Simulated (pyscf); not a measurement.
A first-order saddle from PySCF, ωB97X-D3(BJ)/def2-SVP:

```xyz
10

O     -2.3973     0.8958    -0.1524
Si    -1.1269    -0.0274     0.3733
F     -1.1578    -1.6227     0.6931
H     -2.6605     0.6875    -1.0564
H     -1.0412    -0.5794    -1.4469
H     -1.0154     0.5200     1.7533
N      0.5856     0.3761    -0.2923
H     -0.0294    -0.1386    -1.2261
H      0.8428     1.3641    -0.3399
H      1.3484    -0.1662     0.1189
```
Charge 0, spin multiplicity 1.

Surface: singlet, charge 0. Lowest wavenumbers (cm⁻¹): 1434i, 145, 191, 199, 416.

Q: Which two sides does it connect, and which bonds change?

A: HO–SiH₂–F (SMILES O[SiH2]F) + NH₃ (SMILES N) ⇌ H₂N–SiH(OH)–F (SMILES N[SiH](O)F) + H₂ (SMILES [H][H]), a four-centre exchange read from left to right: H–Si, H–N broken and N–Si, H–H formed. At ωB97M-D3(BJ)/def2-TZVP it lies +148.4 kJ/mol from the left side and +205.3 kJ/mol from the right (each side as separated species at their lowest minima found). On the reactant side the descent ends in a complex, 20.4 kJ/mol under the separated species and 169.5 kJ/mol under the saddle at ωB97X-D3(BJ)/def2-TZVP. At the saddle there is also a short H–Si contact that neither side keeps. The same reactants have a lower exit, to H₂N–SiH₂–OH + HF (barrier +98.6 kJ/mol at ωB97M-D3(BJ)/def2-TZVP, against +148.4 kJ/mol here). One saddle was located; it need not be the lowest between these sides.
